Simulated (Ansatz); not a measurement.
Input file:

```yaml
crystal:
  periodic: [false, false, false]
  atoms:
    - {symbol: W, position_ang: [0.000000, 0.000000, 0.000000]}
    - {symbol: H, position_ang: [0.000000, 0.000000, 2.707000]}
basis:
  gaussian: {orbitals: def2-SVP, fitting: {mean_field: def2-universal-jkfit}}
magnetization: {spin_polarized: false, initial_magnetization: 5}
correlation: {method: ccsdt_q, electrons: outside_noble_gas}
```

```sh
$ ansatz run in.yaml --threads 1 --pin off --events-out ev --progress --plain --max-ram 2393MiB
```

The program prints:

```
245 factors; integrals over basis functions are off by at most 5.6e-1 eV
mean field evaluation 1: about -1817.0948 eV, gradient 8.5e0 eV
mean field evaluation 2: about -1818.0139 eV, gradient 6.2e0 eV
mean field evaluation 4: about -1818.3223 eV, gradient 1.1e0 eV
mean field evaluation 8: about -1818.4467 eV, gradient 2.2e-1 eV
mean field evaluation 16: about -1817.0948 eV, gradient 8.5e0 eV
mean field evaluation 32: about -1817.5906 eV, gradient 1.1e-2 eV
mean field evaluation 64: about -1817.9385 eV, gradient 3.3e-1 eV
mean field evaluation 96: about -1815.6400 eV, gradient 2.7e0 eV
mean field evaluation 128: about -1817.5898 eV, gradient 1.3e-1 eV
mean field evaluation 160: about -1817.1332 eV, gradient 2.3e-4 eV
...
cycle  24  -2.97368668 eV  change   -1.8e-5 eV  update   7.8e-6
cycle  25  -2.97369059 eV  change   -3.9e-6 eV  update   5.1e-6
cycle  26  -2.97368660 eV  change    4.0e-6 eV  update   3.2e-6
cycle  27  -2.97368624 eV  change    3.6e-7 eV  update   1.9e-6
cycle  28  -2.97368557 eV  change    6.8e-7 eV  update   9.6e-7
cycle  29  -2.97368573 eV  change   -1.6e-7 eV  update   5.7e-7
cycle  30  -2.97368560 eV  change    1.3e-7 eV  update   4.2e-7
cycle  31  -2.97368536 eV  change    2.5e-7 eV  update   2.9e-7
cycle  32  -2.97368501 eV  change    3.4e-7 eV  update   2.3e-7
cycle  33  -2.97368488 eV  change    1.4e-7 eV  update   1.8e-7
perturbative correction -0.00625171 eV, -0.0002297460 hartree
Total energy: -1821.43081169 eV, -66.9363477195 hartree
```

Ran on 1 thread of Arm Neoverse V2, shared host: 7 s wall, 0.12 GiB peak host memory.
